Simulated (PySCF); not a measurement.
# SiCl+: bond curves at several levels of theory, part 2 of 2

PySCF 2.14.0; Si pcseg-1, Cl pcseg-1; no relativity. The steps go on from the part before.

### 9 B2PLYP (double hybrid)

The SCF at the reference distance, 1.971 Å, printed:

```text
[... 17 set-up lines left out, the same as in an earlier log ...]
XC functionals = 0.53*HF + 0.47*B88, 0.73*LYP
[... 1 set-up line left out, the same as in an earlier log ...]
    C. Lee, W. Yang, and R. G. Parr.,  Phys. Rev. B 37, 785 (1988)
    B. Miehlich, A. Savin, H. Stoll, and H. Preuss.,  Chem. Phys. Lett. 157, 200 (1989)
[... 2 set-up lines left out, the same as in an earlier log ...]
init E= -749.015020142415
cycle= 1 E= -749.016154181338  delta_E= -0.00113  |g|= 0.0143  |ddm|= 0.0836
cycle= 2 E= -749.016175294505  delta_E= -2.11e-05  |g|= 0.0132  |ddm|= 0.0418
cycle= 3 E= -749.016300303898  delta_E= -0.000125  |g|= 0.00139  |ddm|= 0.0204
cycle= 4 E= -749.01630197205  delta_E= -1.67e-06  |g|= 0.000375  |ddm|= 0.00314
cycle= 5 E= -749.016302100261  delta_E= -1.28e-07  |g|= 5.97e-05  |ddm|= 0.000744
cycle= 6 E= -749.016302105439  delta_E= -5.18e-09  |g|= 6.25e-06  |ddm|= 0.000197
cycle= 7 E= -749.016302105504  delta_E= -6.5e-11  |g|= 3.56e-07  |ddm|= 2.44e-05
Extra cycle  E= -749.016302105505  delta_E= -1.36e-12  |g|= 7.94e-08  |ddm|= 8.92e-07
converged SCF energy = -749.016302105505  <S^2> = 0  2S+1 = 1
```

Re = 1.973 Å, ωe = 655 cm⁻¹, ωexe = 2.40 cm⁻¹, αe = 0.00151 cm⁻¹, Be = 0.2786 cm⁻¹, De = 4.70 eV, μ = -3.87 D.

### 10 TPSS

The SCF at the reference distance, 1.971 Å, printed:

```text
[... 17 set-up lines left out, the same as in an earlier log ...]
XC functionals = TPSS
    J. Tao, J. P. Perdew, V. N. Staroverov, and G. E. Scuseria.,  Phys. Rev. Lett. 91, 146401 (2003)
    J. P. Perdew, J. Tao, V. N. Staroverov, and G. E. Scuseria.,  J. Chem. Phys. 120, 6898 (2004)
    J. Tao, J. P. Perdew, V. N. Staroverov, and G. E. Scuseria.,  Phys. Rev. Lett. 91, 146401 (2003)
    J. P. Perdew, J. Tao, V. N. Staroverov, and G. E. Scuseria.,  J. Chem. Phys. 120, 6898 (2004)
[... 2 set-up lines left out, the same as in an earlier log ...]
init E= -749.392398248775
cycle= 1 E= -749.392633518225  delta_E= -0.000235  |g|= 0.0213  |ddm|= 0.0778
cycle= 2 E= -749.390920676738  delta_E= 0.00171  |g|= 0.0517  |ddm|= 0.11
cycle= 3 E= -749.393006569583  delta_E= -0.00209  |g|= 0.00128  |ddm|= 0.0745
cycle= 4 E= -749.393008067966  delta_E= -1.5e-06  |g|= 0.000275  |ddm|= 0.00289
cycle= 5 E= -749.393008112052  delta_E= -4.41e-08  |g|= 7.53e-05  |ddm|= 0.000427
cycle= 6 E= -749.393008116609  delta_E= -4.56e-09  |g|= 5.91e-06  |ddm|= 0.000134
cycle= 7 E= -749.393008116632  delta_E= -2.36e-11  |g|= 8.19e-07  |ddm|= 7.79e-06
Extra cycle  E= -749.39300811663  delta_E= 2.27e-12  |g|= 2.02e-06  |ddm|= 4.48e-06
converged SCF energy = -749.39300811663  <S^2> = 3.5527137e-15  2S+1 = 1
```

Re = 1.984 Å, ωe = 636 cm⁻¹, ωexe = 2.39 cm⁻¹, αe = 0.00153 cm⁻¹, Be = 0.2756 cm⁻¹, De = 4.96 eV, μ = -3.42 D. 6.4 s of CPU time for 12 points, integrals apart.

### 11 ωB97X

Output of the SCF at 1.971 Å:

```text
[... 17 set-up lines left out, the same as in an earlier log ...]
XC functionals = WB97X
    J.-D. Chai and M. Head-Gordon.,  J. Chem. Phys. 128, 084106 (2008)
[... 2 set-up lines left out, the same as in an earlier log ...]
init E= -749.338544989151
cycle= 1 E= -749.339188040158  delta_E= -0.000643  |g|= 0.0106  |ddm|= 0.0562
cycle= 2 E= -749.339251965748  delta_E= -6.39e-05  |g|= 0.00632  |ddm|= 0.029
cycle= 3 E= -749.339282868663  delta_E= -3.09e-05  |g|= 0.00179  |ddm|= 0.0109
cycle= 4 E= -749.339286483177  delta_E= -3.61e-06  |g|= 0.000194  |ddm|= 0.00529
cycle= 5 E= -749.339286575315  delta_E= -9.21e-08  |g|= 3.34e-05  |ddm|= 0.000821
cycle= 6 E= -749.339286577924  delta_E= -2.61e-09  |g|= 5.52e-06  |ddm|= 0.000147
cycle= 7 E= -749.339286577952  delta_E= -2.73e-11  |g|= 1.26e-06  |ddm|= 1.12e-05
Extra cycle  E= -749.339286577953  delta_E= -9.09e-13  |g|= 4.73e-07  |ddm|= 2.62e-06
converged SCF energy = -749.339286577953  <S^2> = 1.0658141e-14  2S+1 = 1
```

Re = 1.956 Å, ωe = 685 cm⁻¹, ωexe = 2.26 cm⁻¹, αe = 0.00143 cm⁻¹, Be = 0.2834 cm⁻¹, De = 4.78 eV, μ = -3.64 D. 4.2 s of CPU time for 12 points, integrals apart.

### 12 RHF (mean field)

Output of the SCF at 1.971 Å:

```text
******** <class 'pyscf.scf.hf_symm.SymAdaptedRHF'> ********
method = SymAdaptedRHF
[... 11 set-up lines left out, the same as in an earlier log ...]
max_memory 909 MB (current use 249 MB)
Overwritten attributes  get_j get_occ get_jk get_k get_hcore  of <class 'pyscf.scf.hf_symm.SymAdaptedRHF'>
<class 'pyscf.scf.hf_symm.SymAdaptedRHF'> does not have attributes  refdm
[... 1 set-up line left out, the same as in an earlier log ...]
init E= -748.087433064297
cycle= 1 E= -748.095591194252  delta_E= -0.00816  |g|= 0.034  |ddm|= 0.243
cycle= 2 E= -748.096150584612  delta_E= -0.000559  |g|= 0.0111  |ddm|= 0.0692
cycle= 3 E= -748.096245991595  delta_E= -9.54e-05  |g|= 0.00618  |ddm|= 0.026
cycle= 4 E= -748.096272216245  delta_E= -2.62e-05  |g|= 0.00137  |ddm|= 0.0177
cycle= 5 E= -748.096274456521  delta_E= -2.24e-06  |g|= 0.000351  |ddm|= 0.00529
cycle= 6 E= -748.096274566132  delta_E= -1.1e-07  |g|= 6e-05  |ddm|= 0.00117
cycle= 7 E= -748.096274568649  delta_E= -2.52e-09  |g|= 4.19e-06  |ddm|= 0.000207
cycle= 8 E= -748.096274568657  delta_E= -8.87e-12  |g|= 4.87e-07  |ddm|= 1.3e-05
Extra cycle  E= -748.096274568657  delta_E= 9.09e-13  |g|= 1.56e-07  |ddm|= 1.36e-06
converged SCF energy = -748.096274568657
```

Re = 1.953 Å, ωe = 690 cm⁻¹, ωexe = 2.34 cm⁻¹, αe = 0.00145 cm⁻¹, Be = 0.2844 cm⁻¹, De = 3.31 eV, μ = -3.97 D.

### 13 Adding correlation

Reference: RHF; core orbitals frozen: 10.

Output of the coupled-cluster run at 1.971 Å:

```text
******** <class 'pyscf.cc.ccsd.CCSD'> ********
CC2 = 0
CCSD nocc = 5, nmo = 26
frozen orbitals [0, 1, 2, 3, 4, 5, 6, 7, 8, 9]
max_cycle = 80
direct = 0
conv_tol = 1e-07
conv_tol_normt = 1e-05
diis_space = 8
diis_start_cycle = 0
diis_start_energy_diff = 1e+09
max_memory 909 MB (current use 249 MB)
Init t2, MP2 energy = -748.285355770254  E_corr(MP2) -0.189081201597231
Init E_corr(CCSD) = -0.189081201597242
cycle = 1  E_corr(CCSD) = -0.204073253813097  dE = -0.0149920522  norm(t1,t2) = 0.0619013
cycle = 2  E_corr(CCSD) = -0.210637284458887  dE = -0.00656403065  norm(t1,t2) = 0.0228124
cycle = 3  E_corr(CCSD) = -0.211969526081811  dE = -0.00133224162  norm(t1,t2) = 0.0126712
cycle = 4  E_corr(CCSD) = -0.213590275941778  dE = -0.00162074986  norm(t1,t2) = 0.00524317
cycle = 5  E_corr(CCSD) = -0.213428690358039  dE = 0.000161585584  norm(t1,t2) = 0.0011937
cycle = 6  E_corr(CCSD) = -0.213441161100118  dE = -1.24707421e-05  norm(t1,t2) = 0.000300167
cycle = 7  E_corr(CCSD) = -0.213446901588046  dE = -5.74048793e-06  norm(t1,t2) = 9.54686e-05
cycle = 8  E_corr(CCSD) = -0.21344603256657  dE = 8.69021477e-07  norm(t1,t2) = 2.64248e-05
cycle = 9  E_corr(CCSD) = -0.21344627025108  dE = -2.37684511e-07  norm(t1,t2) = 5.76697e-06
cycle = 10  E_corr(CCSD) = -0.213446357223141  dE = -8.69720607e-08  norm(t1,t2) = 1.65788e-06
CCSD converged
E(CCSD) = -748.3097209258797  E_corr = -0.2134463572231409
CCSD(T) correction = -0.0071497592290205
```

Correlation energy (eV) along the bond:

| R (Å) | MP2 | SCS-MP2 | CCSD | CCSD(T) | T1 |
| --- | --- | --- | --- | --- | --- |
| 1.695 | -5.063 | -4.985 | n/a | n/a | n/a |
| 1.774 | -5.092 | -5.015 | -5.752 | -5.920 | 0.015 |
| 1.853 | -5.116 | -5.041 | -5.777 | -5.955 | 0.017 |
| 1.912 | -5.132 | -5.059 | -5.793 | -5.979 | 0.018 |
| 1.971 | -5.145 | -5.074 | -5.808 | -6.003 | 0.020 |
| 2.030 | -5.157 | -5.088 | -5.822 | -6.025 | 0.022 |
| 2.109 | -5.171 | -5.106 | -5.839 | -6.055 | 0.025 |
| 2.208 | -5.185 | -5.127 | -5.860 | -6.093 | 0.029 |
| 2.326 | -5.201 | -5.153 | -5.887 | -6.142 | 0.034 |
| 2.483 | -5.222 | -5.189 | n/a | n/a | n/a |

RHF-MP2: Re = 1.961 Å, ωe = 683 cm⁻¹, ωexe = 2.36 cm⁻¹, αe = 0.00145 cm⁻¹, Be = 0.2820 cm⁻¹, De = 4.65 eV.

RHF-SCS-MP2: Re = 1.963 Å, ωe = 680 cm⁻¹, ωexe = 2.41 cm⁻¹, αe = 0.00147 cm⁻¹, Be = 0.2816 cm⁻¹, De = 4.50 eV.

RHF-CCSD: Re = 1.962 Å, ωe = 680 cm⁻¹, ωexe = 2.44 cm⁻¹, αe = 0.00147 cm⁻¹, Be = 0.2818 cm⁻¹, De = 4.40 eV.

RHF-CCSD(T): Re = 1.968 Å, ωe = 669 cm⁻¹, ωexe = 2.50 cm⁻¹, αe = 0.00150 cm⁻¹, Be = 0.2801 cm⁻¹, De = 4.54 eV.

### 14 All curves

Energy (eV) from each level's lowest point:

| R (Å) | RHF | RHF-MP2 | RHF-SCS-MP2 | RHF-CCSD | RHF-CCSD(T) | PBE | BP86 | TPSS | r²SCAN | PBE0 | ωB97X | B2PLYP |
| --- | --- | --- | --- | --- | --- | --- | --- | --- | --- | --- | --- | --- |
| 1.695 | 1.390 | 1.473 | 1.479 | n/a | n/a | 1.621 | 1.630 | 1.573 | 1.500 | 1.470 | 1.403 | 1.519 |
| 1.774 | 0.581 | 0.635 | 0.640 | 0.637 | 0.664 | 0.754 | 0.762 | 0.721 | 0.666 | 0.645 | 0.595 | 0.678 |
| 1.853 | 0.156 | 0.185 | 0.189 | 0.187 | 0.204 | 0.264 | 0.269 | 0.244 | 0.211 | 0.198 | 0.167 | 0.217 |
| 1.912 | 0.020 | 0.034 | 0.036 | 0.035 | 0.044 | 0.075 | 0.077 | 0.065 | 0.049 | 0.042 | 0.025 | 0.051 |
| 1.971 | 0.000 | 0.000 | 0.000 | 0.000 | 0.000 | 0.000 | 0.000 | 0.000 | 0.000 | 0.000 | 0.000 | 0.000 |
| 2.030 | 0.068 | 0.056 | 0.053 | 0.054 | 0.045 | 0.012 | 0.009 | 0.021 | 0.037 | 0.045 | 0.062 | 0.036 |
| 2.109 | 0.258 | 0.232 | 0.226 | 0.227 | 0.205 | 0.128 | 0.121 | 0.148 | 0.185 | 0.204 | 0.246 | 0.184 |
| 2.208 | 0.602 | 0.562 | 0.549 | 0.551 | 0.512 | 0.381 | 0.368 | 0.412 | 0.474 | 0.510 | 0.585 | 0.474 |
| 2.326 | 1.107 | 1.051 | 1.029 | 1.029 | 0.968 | 0.778 | 0.759 | 0.821 | 0.910 | 0.969 | 1.084 | 0.914 |
| 2.483 | 1.842 | 1.765 | 1.727 | n/a | n/a | 1.376 | 1.349 | 1.431 | 1.553 | 1.646 | 1.817 | 1.563 |

The whole job (state search and all levels along the bond) took 0.77 min on 1 thread of Arm Neoverse V2 (shared host), peak memory 0.41 GiB.

### 15 Constants by level of theory

The summary covers parts 1 to 2.

Lowest PBE0 solution found, without spin–orbit coupling: ¹Σ⁺ (singlet), closed shell. State 2 has its PBE0 minimum 3.58 eV higher. The other levels ran on the lowest alone.

| level | Re (Å) | ωe (cm⁻¹) | De (eV) | μ (D) |
| --- | --- | --- | --- | --- |
| RHF | 1.953 | 690 | 3.31 | -3.97 |
| RHF-MP2 | 1.961 | 683 | 4.65 | n/a |
| RHF-SCS-MP2 | 1.963 | 680 | 4.50 | n/a |
| RHF-CCSD | 1.962 | 680 | 4.40 | n/a |
| RHF-CCSD(T) | 1.968 | 669 | 4.54 | n/a |
| PBE | 1.990 | 628 | 5.13 | -3.45 |
| BP86 | 1.993 | 624 | 5.08 | -3.49 |
| TPSS | 1.984 | 636 | 4.96 | -3.42 |
| r²SCAN | 1.972 | 653 | 5.03 | -3.40 |
| PBE0 | 1.967 | 663 | 4.88 | -3.55 |
| ωB97X | 1.956 | 685 | 4.78 | -3.64 |
| B2PLYP | 1.973 | 655 | 4.70 | -3.87 |

De is counted to Si+ + Cl in their ground configurations. A positive dipole points from Si to Cl; in an ion it is taken about the centre of mass and does not tell which atom is negative.

Time per point (s) on 1 thread of Arm Neoverse V2, shared host (CPU time, shared integrals of 0.045 s apart; correlated levels include their reference; CCSD comes with the CCSD(T) run); the times are rough: RHF 0.019, RHF-MP2 0.029, RHF-SCS-MP2 0.029, RHF-CCSD(T) 0.16, PBE 0.34, BP86 0.26, TPSS 0.53, r²SCAN 0.71, PBE0 0.51, ωB97X 0.35, B2PLYP 0.28.

Bond lengths run from 1.953 Å (RHF) to 1.993 Å (BP86). Of the levels with a De here, RHF gives the least (3.31 eV) and PBE the most (5.13 eV).

Correlated steps freeze 10 core orbitals. B2PLYP dipoles, levels and charges come from its SCF part alone. T1 is 0.020 near the minimum (highest on the curve 0.034), which may point to more than one leading configuration.
